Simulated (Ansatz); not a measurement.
# SiCl (doublet): B3LYP, wB97M-V over a scan of the distance Si1–Cl2, 6-31G

How well do these functionals follow the top wave-function level for SiCl (doublet) over a scan of the distance Si1–Cl2?

The runs use Ansatz 0.2.0, Gaussian basis; 6-31G, all electrons in the functionals.

The runs, in order: B3LYP, wB97M-V, at 1.621 Å; 1.856 Å; 2.067 Å; 2.287 Å; 2.510 Å; 2.803 Å; 3.338 Å; 3.776 Å; 4.593 Å; 5.675 Å; 7.038 Å.

33 further runs of the same task are left out: 2 for a known fault of the program, 28 that didn't finish, 3 set aside as unsound or not needed. Runs told in other sessions of the task aren't counted.

## (1) What is computed

The geometry derives from a PBE0/def2-TZVP stationary point (not a proven minimum). One bond is set to the value named and the two fragments are kept rigid.

2 atoms, charge 0, spin multiplicity 2.

Atoms are counted from 1 here; the program's logs count them from 0.

Bond lengths: Si1–Cl2 2.067 Å.

Coordinates:

```xyz
2
charge 0, multiplicity 2
Si    0.00000    0.00000    0.00000
Cl    0.00000    0.00000    2.06710
```

No dispersion term is added; wB97M-V holds VV10 nonlocal correlation. B3LYP takes the VWN-RPA correlation.

The geometry shown and the zero of energy belong to the point 2.067 Å. The yardstick, FCI, and other wave-function levels (R restricted, U unrestricted, valence and pair active spaces) come from earlier runs.

## (2) B3LYP, 1.621 Å

in.yaml reads:

```yaml
crystal:
  periodic: [false, false, false]
  atoms:
    - {symbol: Si, position_ang: [0.000000, 0.000000, 0.000000]}
    - {symbol: Cl, position_ang: [0.000000, 0.000000, 1.621000]}
basis:
  gaussian: {orbitals: 6-31G}
magnetization: {spin_polarized: true, initial_magnetization: 1}
hamiltonian: {xc: {name: B3LYP}}
```

On the command line:

```console
$ ansatz run in.yaml --threads 1 --pin off --events-out ev --progress --plain --max-ram 2393MiB
```

Output:

```text
Functional definition: B3LYP
  name "B3LYP"
  cite "Stephens, Devlin, Chabalowski & Frisch, J. Phys. Chem. 98, 11623 (1994) doi:10.1021/j100096a001"
  cite "Becke, Phys. Rev. A 38, 3098 (1988) doi:10.1103/PhysRevA.38.3098"
  cite "Lee, Yang & Parr, Phys. Rev. B 37, 785 (1988) doi:10.1103/PhysRevB.37.785"
  cite "Vosko, Wilk & Nusair, Can. J. Phys. 58, 1200 (1980) doi:10.1139/p80-159"
  parameter a0 = 0.2
  parameter ax = 0.72
  parameter ac = 0.81
  exchange = (1 - a0 - ax)*slater_x + ax*b88_x + a0*exact_x
  correlation = (1 - ac)*vwn_rpa_c + ac*lyp_c
283 factors; integrals over basis functions are off by at most 8.2e-5 eV
mean field evaluation 1: about -20392.6359 eV, gradient 5.1e0 eV
mean field evaluation 2: about -20392.7904 eV, gradient 3.2e0 eV
mean field evaluation 4: about -20392.8488 eV, gradient 1.3e-1 eV
mean field evaluation 8: about -20392.8500 eV, gradient 2.8e-4 eV
mean field evaluation 16: about -20392.8500 eV, gradient 2.4e-2 eV
mean field -20392.84999535 eV, -749.4234145591 hartree, gradient 3.6e-6 eV, S^2 0.750796; 1 other end points of the search recorded, 0 dependent functions left out
reference -20392.85015655 eV, -749.4234204827 hartree; 16, 15 occupied and 10, 11 virtual orbitals, 283 factors
Total energy: -20392.85015655 eV, -749.4234204827 hartree
```

Wall time 0.39 s (1 thread of AMD EPYC 9R45, shared host).

From the report: ⟨S²⟩ of the determinant 0.751 (pure doublet: 0.75).

## (3) B3LYP, 1.856 Å

in.yaml, as its differences from that of step 2:

```diff
@@ -4,3 +4,3 @@
     - {symbol: Si, position_ang: [0.000000, 0.000000, 0.000000]}
-    - {symbol: Cl, position_ang: [0.000000, 0.000000, 1.621000]}
+    - {symbol: Cl, position_ang: [0.000000, 0.000000, 1.856000]}
 basis:
```

The command is unchanged.

Output (excerpt; [...] marks lines left out):

```text
Functional definition: B3LYP
  name "B3LYP"
  cite "Stephens, Devlin, Chabalowski & Frisch, J. Phys. Chem. 98, 11623 (1994) doi:10.1021/j100096a001"
  cite "Becke, Phys. Rev. A 38, 3098 (1988) doi:10.1103/PhysRevA.38.3098"
  cite "Lee, Yang & Parr, Phys. Rev. B 37, 785 (1988) doi:10.1103/PhysRevB.37.785"
  cite "Vosko, Wilk & Nusair, Can. J. Phys. 58, 1200 (1980) doi:10.1139/p80-159"
[...]
280 factors; integrals over basis functions are off by at most 1.0e-4 eV
[...]
mean field -20397.03485460 eV, -749.5772052998 hartree, gradient 5.6e-6 eV, S^2 0.750958; 1 other end points of the search recorded, 0 dependent functions left out
reference -20397.03502198 eV, -749.5772114508 hartree; 16, 15 occupied and 10, 11 virtual orbitals, 280 factors
Total energy: -20397.03502198 eV, -749.5772114508 hartree
```

It took 0.36 s on 1 thread of AMD EPYC 9R45, shared host.

From the report: ⟨S²⟩ of the determinant 0.751 (pure doublet: 0.75).

## (4) B3LYP, 2.067 Å

in.yaml, as its differences from that of step 3:

```diff
@@ -4,3 +4,3 @@
     - {symbol: Si, position_ang: [0.000000, 0.000000, 0.000000]}
-    - {symbol: Cl, position_ang: [0.000000, 0.000000, 1.856000]}
+    - {symbol: Cl, position_ang: [0.000000, 0.000000, 2.067100]}
 basis:
```

Same command.

Output (excerpt; [...] marks lines left out):

```text
Functional definition: B3LYP
  name "B3LYP"
  cite "Stephens, Devlin, Chabalowski & Frisch, J. Phys. Chem. 98, 11623 (1994) doi:10.1021/j100096a001"
  cite "Becke, Phys. Rev. A 38, 3098 (1988) doi:10.1103/PhysRevA.38.3098"
  cite "Lee, Yang & Parr, Phys. Rev. B 37, 785 (1988) doi:10.1103/PhysRevB.37.785"
  cite "Vosko, Wilk & Nusair, Can. J. Phys. 58, 1200 (1980) doi:10.1139/p80-159"
[...]
280 factors; integrals over basis functions are off by at most 1.1e-4 eV
[...]
mean field -20398.26203626 eV, -749.6223033940 hartree, gradient 1.6e-5 eV, S^2 0.751047; 1 other end points of the search recorded, 0 dependent functions left out
reference -20398.26220741 eV, -749.6223096837 hartree; 16, 15 occupied and 10, 11 virtual orbitals, 280 factors
Total energy: -20398.26220741 eV, -749.6223096837 hartree
```

Wall time 0.39 s (1 thread of AMD EPYC 9R45, shared host).

From the report: ⟨S²⟩ of the determinant 0.751 (pure doublet: 0.75).

## (5) B3LYP, 2.287 Å

in.yaml, as its differences from that of step 4:

```diff
@@ -4,3 +4,3 @@
     - {symbol: Si, position_ang: [0.000000, 0.000000, 0.000000]}
-    - {symbol: Cl, position_ang: [0.000000, 0.000000, 2.067100]}
+    - {symbol: Cl, position_ang: [0.000000, 0.000000, 2.287000]}
 basis:
```

The command is unchanged.

Output (excerpt; [...] marks lines left out):

```text
Functional definition: B3LYP
  name "B3LYP"
  cite "Stephens, Devlin, Chabalowski & Frisch, J. Phys. Chem. 98, 11623 (1994) doi:10.1021/j100096a001"
  cite "Becke, Phys. Rev. A 38, 3098 (1988) doi:10.1103/PhysRevA.38.3098"
  cite "Lee, Yang & Parr, Phys. Rev. B 37, 785 (1988) doi:10.1103/PhysRevB.37.785"
  cite "Vosko, Wilk & Nusair, Can. J. Phys. 58, 1200 (1980) doi:10.1139/p80-159"
[...]
280 factors; integrals over basis functions are off by at most 1.2e-4 eV
[...]
mean field -20398.45595361 eV, -749.6294297252 hartree, gradient 7.8e-5 eV, S^2 0.751220; 1 other end points of the search recorded, 0 dependent functions left out
reference -20398.45613021 eV, -749.6294362150 hartree; 16, 15 occupied and 10, 11 virtual orbitals, 280 factors
Total energy: -20398.45613021 eV, -749.6294362150 hartree
```

It took 0.39 s on 1 thread of AMD EPYC 9R45, shared host.

From the report: ⟨S²⟩ of the determinant 0.751 (pure doublet: 0.75).

From 2.067 Å: -18.7 kJ/mol.

## (6) B3LYP, 2.510 Å

in.yaml, as its differences from that of step 5:

```diff
@@ -4,3 +4,3 @@
     - {symbol: Si, position_ang: [0.000000, 0.000000, 0.000000]}
-    - {symbol: Cl, position_ang: [0.000000, 0.000000, 2.287000]}
+    - {symbol: Cl, position_ang: [0.000000, 0.000000, 2.510000]}
 basis:
```

The command is unchanged.

Output (excerpt; [...] marks lines left out):

```text
Functional definition: B3LYP
  name "B3LYP"
  cite "Stephens, Devlin, Chabalowski & Frisch, J. Phys. Chem. 98, 11623 (1994) doi:10.1021/j100096a001"
  cite "Becke, Phys. Rev. A 38, 3098 (1988) doi:10.1103/PhysRevA.38.3098"
  cite "Lee, Yang & Parr, Phys. Rev. B 37, 785 (1988) doi:10.1103/PhysRevB.37.785"
  cite "Vosko, Wilk & Nusair, Can. J. Phys. 58, 1200 (1980) doi:10.1139/p80-159"
[...]
280 factors; integrals over basis functions are off by at most 1.2e-4 eV
[...]
mean field -20398.17429880 eV, -749.6190791019 hartree, gradient 8.1e-6 eV, S^2 0.751760; 1 other end points of the search recorded, 0 dependent functions left out
reference -20398.17447935 eV, -749.6190857369 hartree; 16, 15 occupied and 10, 11 virtual orbitals, 280 factors
Total energy: -20398.17447935 eV, -749.6190857369 hartree
```

It took 0.39 s on 1 thread of AMD EPYC 9R45, shared host.

From the report: ⟨S²⟩ of the determinant 0.752 (pure doublet: 0.75).

From 2.067 Å: +8.5 kJ/mol.

## (7) B3LYP, 2.803 Å

in.yaml, as its differences from that of step 6:

```diff
@@ -4,3 +4,3 @@
     - {symbol: Si, position_ang: [0.000000, 0.000000, 0.000000]}
-    - {symbol: Cl, position_ang: [0.000000, 0.000000, 2.510000]}
+    - {symbol: Cl, position_ang: [0.000000, 0.000000, 2.803000]}
 basis:
```

Same command.

Output (excerpt; [...] marks lines left out):

```text
Functional definition: B3LYP
  name "B3LYP"
  cite "Stephens, Devlin, Chabalowski & Frisch, J. Phys. Chem. 98, 11623 (1994) doi:10.1021/j100096a001"
  cite "Becke, Phys. Rev. A 38, 3098 (1988) doi:10.1103/PhysRevA.38.3098"
  cite "Lee, Yang & Parr, Phys. Rev. B 37, 785 (1988) doi:10.1103/PhysRevB.37.785"
  cite "Vosko, Wilk & Nusair, Can. J. Phys. 58, 1200 (1980) doi:10.1139/p80-159"
[...]
280 factors; integrals over basis functions are off by at most 1.4e-4 eV
[...]
mean field -20397.56202091 eV, -749.5965783045 hartree, gradient 6.1e-5 eV, S^2 0.754289; 3 other end points of the search recorded, 0 dependent functions left out
reference -20397.56220589 eV, -749.5965851022 hartree; 16, 15 occupied and 10, 11 virtual orbitals, 280 factors
Total energy: -20397.56220589 eV, -749.5965851022 hartree
```

Wall time 0.42 s (1 thread of AMD EPYC 9R45, shared host).

From the report: ⟨S²⟩ of the determinant 0.754 (pure doublet: 0.75).

From 2.067 Å: +67.5 kJ/mol.

## (8) B3LYP, 3.338 Å

in.yaml, as its differences from that of step 7:

```diff
@@ -4,3 +4,3 @@
     - {symbol: Si, position_ang: [0.000000, 0.000000, 0.000000]}
-    - {symbol: Cl, position_ang: [0.000000, 0.000000, 2.803000]}
+    - {symbol: Cl, position_ang: [0.000000, 0.000000, 3.338000]}
 basis:
```

The command is unchanged.

Output (excerpt; [...] marks lines left out):

```text
Functional definition: B3LYP
  name "B3LYP"
  cite "Stephens, Devlin, Chabalowski & Frisch, J. Phys. Chem. 98, 11623 (1994) doi:10.1021/j100096a001"
  cite "Becke, Phys. Rev. A 38, 3098 (1988) doi:10.1103/PhysRevA.38.3098"
  cite "Lee, Yang & Parr, Phys. Rev. B 37, 785 (1988) doi:10.1103/PhysRevB.37.785"
  cite "Vosko, Wilk & Nusair, Can. J. Phys. 58, 1200 (1980) doi:10.1139/p80-159"
[...]
280 factors; integrals over basis functions are off by at most 1.6e-4 eV
[...]
mean field -20396.46285421 eV, -749.5561846733 hartree, gradient 4.9e-6 eV, S^2 0.832042; 8 other end points of the search recorded, 0 dependent functions left out
reference -20396.46305086 eV, -749.5561919000 hartree; 16, 15 occupied and 10, 11 virtual orbitals, 280 factors
Total energy: -20396.46305086 eV, -749.5561919000 hartree
```

It took 0.78 s on 1 thread of AMD EPYC 9R45, shared host.

From the report: ⟨S²⟩ of the determinant 0.832 (pure doublet: 0.75).

From 2.067 Å: +173.6 kJ/mol.

## (9) B3LYP, 3.776 Å

in.yaml, as its differences from that of step 8:

```diff
@@ -4,3 +4,3 @@
     - {symbol: Si, position_ang: [0.000000, 0.000000, 0.000000]}
-    - {symbol: Cl, position_ang: [0.000000, 0.000000, 3.338000]}
+    - {symbol: Cl, position_ang: [0.000000, 0.000000, 3.776000]}
 basis:
```

The command is unchanged.

Output (excerpt; [...] marks lines left out):

```text
Functional definition: B3LYP
  name "B3LYP"
  cite "Stephens, Devlin, Chabalowski & Frisch, J. Phys. Chem. 98, 11623 (1994) doi:10.1021/j100096a001"
  cite "Becke, Phys. Rev. A 38, 3098 (1988) doi:10.1103/PhysRevA.38.3098"
  cite "Lee, Yang & Parr, Phys. Rev. B 37, 785 (1988) doi:10.1103/PhysRevB.37.785"
  cite "Vosko, Wilk & Nusair, Can. J. Phys. 58, 1200 (1980) doi:10.1139/p80-159"
[...]
280 factors; integrals over basis functions are off by at most 1.9e-4 eV
[...]
mean field -20395.89050102 eV, -749.5351510814 hartree, gradient 7.4e-6 eV, S^2 1.148458; 10 other end points of the search recorded, 0 dependent functions left out
reference -20395.89070417 eV, -749.5351585470 hartree; 16, 15 occupied and 10, 11 virtual orbitals, 280 factors
Total energy: -20395.89070417 eV, -749.5351585470 hartree
```

Run time: 1.5 s. Hardware: 1 thread of AMD EPYC 9R45, shared host.

From the report: ⟨S²⟩ of the determinant 1.148 (pure doublet: 0.75).

From 2.067 Å: +228.8 kJ/mol.

## (10) B3LYP, 4.593 Å

in.yaml, as its differences from that of step 9:

```diff
@@ -4,3 +4,3 @@
     - {symbol: Si, position_ang: [0.000000, 0.000000, 0.000000]}
-    - {symbol: Cl, position_ang: [0.000000, 0.000000, 3.776000]}
+    - {symbol: Cl, position_ang: [0.000000, 0.000000, 4.593000]}
 basis:
```

Same command.

Output (excerpt; [...] marks lines left out):

```text
Functional definition: B3LYP
  name "B3LYP"
  cite "Stephens, Devlin, Chabalowski & Frisch, J. Phys. Chem. 98, 11623 (1994) doi:10.1021/j100096a001"
  cite "Becke, Phys. Rev. A 38, 3098 (1988) doi:10.1103/PhysRevA.38.3098"
  cite "Lee, Yang & Parr, Phys. Rev. B 37, 785 (1988) doi:10.1103/PhysRevB.37.785"
  cite "Vosko, Wilk & Nusair, Can. J. Phys. 58, 1200 (1980) doi:10.1139/p80-159"
[...]
280 factors; integrals over basis functions are off by at most 4.4e-4 eV
[...]
mean field -20395.42504990 eV, -749.5180460682 hartree, gradient 7.8e-6 eV, S^2 1.402617; 12 other end points of the search recorded, 0 dependent functions left out
reference -20395.42526570 eV, -749.5180539987 hartree; 16, 15 occupied and 10, 11 virtual orbitals, 280 factors
Total energy: -20395.42526570 eV, -749.5180539987 hartree
```

Wall time 3.3 s (1 thread of AMD EPYC 9R45, shared host).

From the report: ⟨S²⟩ of the determinant 1.403 (pure doublet: 0.75). The determinant of B3LYP (⟨S²⟩ 1.40) is far from a pure spin state, so its energy mixes those of several spin states; that is harmless only where they are near-degenerate.

From 2.067 Å: +273.7 kJ/mol.

## (11) B3LYP, 5.675 Å

in.yaml, as its differences from that of step 10:

```diff
@@ -4,3 +4,3 @@
     - {symbol: Si, position_ang: [0.000000, 0.000000, 0.000000]}
-    - {symbol: Cl, position_ang: [0.000000, 0.000000, 4.593000]}
+    - {symbol: Cl, position_ang: [0.000000, 0.000000, 5.675000]}
 basis:
```

Launched as before.

Output (excerpt; [...] marks lines left out):

```text
Functional definition: B3LYP
  name "B3LYP"
  cite "Stephens, Devlin, Chabalowski & Frisch, J. Phys. Chem. 98, 11623 (1994) doi:10.1021/j100096a001"
  cite "Becke, Phys. Rev. A 38, 3098 (1988) doi:10.1103/PhysRevA.38.3098"
  cite "Lee, Yang & Parr, Phys. Rev. B 37, 785 (1988) doi:10.1103/PhysRevB.37.785"
  cite "Vosko, Wilk & Nusair, Can. J. Phys. 58, 1200 (1980) doi:10.1139/p80-159"
[...]
280 factors; integrals over basis functions are off by at most 2.5e-4 eV
[...]
mean field -20395.22134219 eV, -749.5105599479 hartree, gradient 2.9e-6 eV, S^2 1.502762; 13 other end points of the search recorded, 0 dependent functions left out
reference -20395.22158127 eV, -749.5105687340 hartree; 16, 15 occupied and 10, 11 virtual orbitals, 280 factors
Total energy: -20395.22158127 eV, -749.5105687340 hartree
```

It took 4.4 s on 1 thread of AMD EPYC 9R45, shared host.

From the report: ⟨S²⟩ of the determinant 1.503 (pure doublet: 0.75). The determinant of B3LYP (⟨S²⟩ 1.50) is far from a pure spin state, so its energy mixes those of several spin states; that is harmless only where they are near-degenerate.

From 2.067 Å: +293.4 kJ/mol.

## (12) B3LYP, 7.038 Å

in.yaml, as its differences from that of step 11:

```diff
@@ -4,3 +4,3 @@
     - {symbol: Si, position_ang: [0.000000, 0.000000, 0.000000]}
-    - {symbol: Cl, position_ang: [0.000000, 0.000000, 5.675000]}
+    - {symbol: Cl, position_ang: [0.000000, 0.000000, 7.038000]}
 basis:
```

Launched as before.

Output (excerpt; [...] marks lines left out):

```text
Functional definition: B3LYP
  name "B3LYP"
  cite "Stephens, Devlin, Chabalowski & Frisch, J. Phys. Chem. 98, 11623 (1994) doi:10.1021/j100096a001"
  cite "Becke, Phys. Rev. A 38, 3098 (1988) doi:10.1103/PhysRevA.38.3098"
  cite "Lee, Yang & Parr, Phys. Rev. B 37, 785 (1988) doi:10.1103/PhysRevB.37.785"
  cite "Vosko, Wilk & Nusair, Can. J. Phys. 58, 1200 (1980) doi:10.1139/p80-159"
[...]
280 factors; integrals over basis functions are off by at most 2.3e-4 eV
[...]
mean field -20395.15473942 eV, -749.5081123412 hartree, gradient 1.2e-6 eV, S^2 1.541458; 22 other end points of the search recorded, 0 dependent functions left out
reference -20395.15499425 eV, -749.5081217059 hartree; 16, 15 occupied and 10, 11 virtual orbitals, 280 factors
Total energy: -20395.15499425 eV, -749.5081217059 hartree
```

Run time: 8 s. Hardware: 1 thread of AMD EPYC 9R45, shared host.

From the report: ⟨S²⟩ of the determinant 1.541 (pure doublet: 0.75). The determinant of B3LYP (⟨S²⟩ 1.54) is far from a pure spin state, so its energy mixes those of several spin states; that is harmless only where they are near-degenerate.

From 2.067 Å: +299.8 kJ/mol.

## (13) wB97M-V, 1.621 Å

in.yaml reads:

```yaml
crystal:
  periodic: [false, false, false]
  atoms:
    - {symbol: Si, position_ang: [0.000000, 0.000000, 0.000000]}
    - {symbol: Cl, position_ang: [0.000000, 0.000000, 1.621000]}
basis:
  gaussian: {orbitals: 6-31G}
magnetization: {spin_polarized: true, initial_magnetization: 1}
hamiltonian: {xc: {name: wB97M-V}}
output: {orbitals: {seedname: orbitals}}
```

Same command.

Output (excerpt; [...] marks lines left out):

```text
Functional definition: wB97M-V
  name "wB97M-V"
  cite "Mardirossian & Head-Gordon, J. Chem. Phys. 144, 214110 (2016) doi:10.1063/1.4952647"
  cite "Becke, J. Chem. Phys. 107, 8554 (1997) doi:10.1063/1.475007"
  cite "Vydrov & Van Voorhis, J. Chem. Phys. 133, 244103 (2010) doi:10.1063/1.3521275"
  # Of w^i u^j: cxij and so on, Table III.
[...]
  gx(w, u) = 1 - cx + cx01*u + cx10*w
  gss(w, u) = css00 + css04*u^4 + css10*w + css20*w^2 + css43*w^4*u^3
  gos(w, u) = cos00 + cos10*w + (cos20 + cos21*u)*w^2 + (cos60 + cos61*u)*w^6
[...]
      + integral(e_c_pw_mod_opposite_spin*gos(b97_w_opposite, b97_u_opposite)) + vv10(b, c)
283 factors; integrals over basis functions are off by at most 8.2e-5 eV
105 factors; integrals over basis functions are off by at most 3.1e-6 eV
[...]
mean field -20390.96287030 eV, -749.3540639926 hartree, gradient 5.0e-5 eV, S^2 0.750473; 0 other end points of the search recorded, 0 dependent functions left out
reference -20390.96289703 eV, -749.3540649749 hartree; 16, 15 occupied and 10, 11 virtual orbitals, 283 factors
Total energy: -20390.96289703 eV, -749.3540649749 hartree
```

It took 1.2 s on 1 thread of AMD EPYC 9R45, shared host.

From the report: ⟨S²⟩ of the determinant 0.750 (pure doublet: 0.75).

## (14) wB97M-V, 1.856 Å

in.yaml, as its differences from that of step 13:

```diff
@@ -4,3 +4,3 @@
     - {symbol: Si, position_ang: [0.000000, 0.000000, 0.000000]}
-    - {symbol: Cl, position_ang: [0.000000, 0.000000, 1.621000]}
+    - {symbol: Cl, position_ang: [0.000000, 0.000000, 1.856000]}
 basis:
```

Same command.

Output (excerpt; [...] marks lines left out):

```text
Functional definition: wB97M-V
  name "wB97M-V"
  cite "Mardirossian & Head-Gordon, J. Chem. Phys. 144, 214110 (2016) doi:10.1063/1.4952647"
  cite "Becke, J. Chem. Phys. 107, 8554 (1997) doi:10.1063/1.475007"
  cite "Vydrov & Van Voorhis, J. Chem. Phys. 133, 244103 (2010) doi:10.1063/1.3521275"
  # Of w^i u^j: cxij and so on, Table III.
[...]
  gx(w, u) = 1 - cx + cx01*u + cx10*w
  gss(w, u) = css00 + css04*u^4 + css10*w + css20*w^2 + css43*w^4*u^3
  gos(w, u) = cos00 + cos10*w + (cos20 + cos21*u)*w^2 + (cos60 + cos61*u)*w^6
[...]
      + integral(e_c_pw_mod_opposite_spin*gos(b97_w_opposite, b97_u_opposite)) + vv10(b, c)
280 factors; integrals over basis functions are off by at most 1.0e-4 eV
105 factors; integrals over basis functions are off by at most 4.6e-6 eV
[...]
mean field -20395.10732770 eV, -749.5063699926 hartree, gradient 7.5e-5 eV, S^2 0.750648; 0 other end points of the search recorded, 0 dependent functions left out
reference -20395.10735535 eV, -749.5063710087 hartree; 16, 15 occupied and 10, 11 virtual orbitals, 280 factors
Total energy: -20395.10735535 eV, -749.5063710087 hartree
```

It took 0.97 s on 1 thread of AMD EPYC 9R45, shared host.

From the report: ⟨S²⟩ of the determinant 0.751 (pure doublet: 0.75).

## (15) wB97M-V, 2.067 Å

in.yaml reads:

```yaml
crystal:
  periodic: [false, false, false]
  atoms:
    - {symbol: Si, position_ang: [0.000000, 0.000000, 0.000000]}
    - {symbol: Cl, position_ang: [0.000000, 0.000000, 2.067100]}
basis:
  gaussian: {orbitals: 6-31G}
magnetization: {spin_polarized: true, initial_magnetization: 1}
hamiltonian: {xc: {name: wB97M-V}}
output: {forces: true, orbitals: {seedname: orbitals}}
```

Same command.

Output (excerpt; [...] marks lines left out):

```text
Functional definition: wB97M-V
  name "wB97M-V"
  cite "Mardirossian & Head-Gordon, J. Chem. Phys. 144, 214110 (2016) doi:10.1063/1.4952647"
  cite "Becke, J. Chem. Phys. 107, 8554 (1997) doi:10.1063/1.475007"
  cite "Vydrov & Van Voorhis, J. Chem. Phys. 133, 244103 (2010) doi:10.1063/1.3521275"
  # Of w^i u^j: cxij and so on, Table III.
[...]
  gx(w, u) = 1 - cx + cx01*u + cx10*w
  gss(w, u) = css00 + css04*u^4 + css10*w + css20*w^2 + css43*w^4*u^3
  gos(w, u) = cos00 + cos10*w + (cos20 + cos21*u)*w^2 + (cos60 + cos61*u)*w^6
[...]
      + integral(e_c_pw_mod_opposite_spin*gos(b97_w_opposite, b97_u_opposite)) + vv10(b, c)
280 factors; integrals over basis functions are off by at most 1.1e-4 eV
106 factors; integrals over basis functions are off by at most 6.5e-6 eV
[...]
mean field -20396.28689876 eV, -749.5497184297 hartree, gradient 2.1e-5 eV, S^2 0.750885; 0 other end points of the search recorded, 0 dependent functions left out
[...]
reference -20396.28692666 eV, -749.5497194548 hartree; 16, 15 occupied and 10, 11 virtual orbitals, 280 factors
Total energy: -20396.28692666 eV, -749.5497194548 hartree
Atom 0 at     0.000000     0.000000     0.000000 Å, force     0.000000     0.000000    -2.490073 eV/Å
Atom 1 at     0.000000     0.000000     2.067100 Å, force    -0.000000    -0.000000     2.490073 eV/Å
Dipole moment:     0.000000    -0.000000    -0.364446 e Å
```

Wall time 1.3 s (1 thread of AMD EPYC 9R45, shared host).

From the report: ⟨S²⟩ of the determinant 0.751 (pure doublet: 0.75).

(Part 1 of 2 ends here.)
